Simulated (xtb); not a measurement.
BCl3, charge +1, quartet, geometry from GFN2-xTB of the parent state (a state made from the parent by changing its charge; the spin is typed, not shown lowest); GFN0-xTB (xtb 6.7.1).

Here is a job for xtb.
```
$ xtb mol.xyz --gfn 0 --chrg 1 --uhf 3 --json

# file mol.xyz
4

B     -0.00012924     0.00017465    -0.01065182
Cl     0.02666439     1.72290836     0.02897049
Cl     1.47887022    -0.88426276    -0.03139692
Cl    -1.50549659    -0.83869697     0.00555932
```

Write the output that xtb gives for this input, abridged.


```
   ID    Z sym.   atoms
    1    5 B      1
    2   17 Cl     2-4

           -------------------------------------------------
          |                Calculation Setup                |
           -------------------------------------------------

           -------------------------------------------------
          |                 G F N 0 - x T B                 |
           -------------------------------------------------

          ...................................................
          :                      SETUP                      :
          :.................................................:
          :  # basis functions                  34          :
          :  # atomic orbitals                  31          :
          :  # shells                           11          :
          :  # electrons                        23          :
          :  electronic temp.          300.0000000     K    :
          :  accuracy                    1.0000000          :
          :  -> integral cutoff          0.2500000E+02      :
          :  -> integral neglect         0.1000000E-07      :
          ...................................................

         :::::::::::::::::::::::::::::::::::::::::::::::::::::
         ::                     SUMMARY                     ::
         :::::::::::::::::::::::::::::::::::::::::::::::::::::
         :: total energy             -12.180997321285 Eh    ::
         :: gradient norm              0.006367687954 Eh/a0 ::
         :: HOMO-LUMO gap              1.360623630916 eV    ::
         ::.................................................::
         :: H0 energy                -13.699066089196 Eh    ::
         :: repulsion energy           0.033244738733 Eh    ::
         :: electrostat energy         1.485933917874 Eh    ::
         :: -> Gsolv                   0.000000000000 Eh    ::
         ::    -> Gsasa                0.000000000000 Eh    ::
         ::    -> Gshift               0.000000000000 Eh    ::
         :: dispersion energy         -0.001109888696 Eh    ::
         :: short-range corr.          0.000000000000 Eh    ::
         :: add. restraining           0.000000000000 Eh    ::
         :: total charge               1.000000000000 e     ::
         :::::::::::::::::::::::::::::::::::::::::::::::::::::

           -------------------------------------------------
          |                Property Printout                |
           -------------------------------------------------

    * Orbital Energies and Occupations

         #    Occupation            Energy/Eh            Energy/eV
      -------------------------------------------------------------
         1        2.0000           -0.9685044             -26.3543
         2        2.0000           -0.9685044             -26.3543
         3        2.0000           -0.9670801             -26.3156
         4        2.0000           -0.5463787             -14.8677
         5        2.0000           -0.4998618             -13.6019
         6        2.0000           -0.4998618             -13.6019
         7        2.0000           -0.4828890             -13.1401
         8        1.9988           -0.4537692             -12.3477
         9        1.9988           -0.4537692             -12.3477
        10        1.4981           -0.4474079             -12.1746
        11        1.4981           -0.4474079             -12.1746
        12        1.0062           -0.4425985             -12.0437
        13        1.0000           -0.2316816              -6.3044 (HOMO)
        14                         -0.1816796              -4.9438 (LUMO)
        15                         -0.1276826              -3.4744
        16                         -0.1276826              -3.4744
        17                         -0.0670605              -1.8248
        18                         -0.0668719              -1.8197
        19                         -0.0668719              -1.8197
        20                         -0.0656171              -1.7855
        21                         -0.0656171              -1.7855
        22                         -0.0632833              -1.7220
        23                         -0.0619204              -1.6849
        24                         -0.0619204              -1.6849
       ...                                ...                  ...
        31                          0.3846851              10.4678
      -------------------------------------------------------------
                  HL-Gap            0.0500020 Eh            1.3606 eV
             Fermi-level            0.0000000 Eh            0.0000 eV

     #   Z          covCN         q      C6AA      α(0)
     1   5 B        2.469     0.248    32.543     9.706
     2  17 Cl       0.986     0.251    90.208    14.519
     3  17 Cl       0.986     0.251    90.208    14.519
     4  17 Cl       0.986     0.251    90.208    14.519

 Mol. C6AA /au·bohr⁶  :       1168.205425
 Mol. C8AA /au·bohr⁸  :      48373.197341
 Mol. α(0) /au        :         53.262792

Wiberg/Mayer (AO) data.
largest (>0.10) Wiberg bond orders for each atom

 ---------------------------------------------------------------------------
     #   Z sym  total        # sym  WBO       # sym  WBO       # sym  WBO
 ---------------------------------------------------------------------------
     1   5 B    2.753 --     4 Cl   0.918     2 Cl   0.918     3 Cl   0.918
     2  17 Cl   1.261 --     1 B    0.918     3 Cl   0.172     4 Cl   0.172
     3  17 Cl   1.261 --     1 B    0.918     2 Cl   0.172     4 Cl   0.172
     4  17 Cl   1.261 --     1 B    0.918     2 Cl   0.172     3 Cl   0.172
 ---------------------------------------------------------------------------

Topologies differ in total number of bonds
Writing topology from bond orders to xtbtopo.mol

 dipole moment from electron density (au)
     X       Y       Z
   0.0001  -0.0001   0.0057  total (Debye):    0.015

           -------------------------------------------------
          | TOTAL ENERGY              -12.180997321285 Eh   |
          | GRADIENT NORM               0.006367687954 Eh/α |
          | HOMO-LUMO GAP               1.360623630916 eV   |
           -------------------------------------------------

normal termination of xtb
```
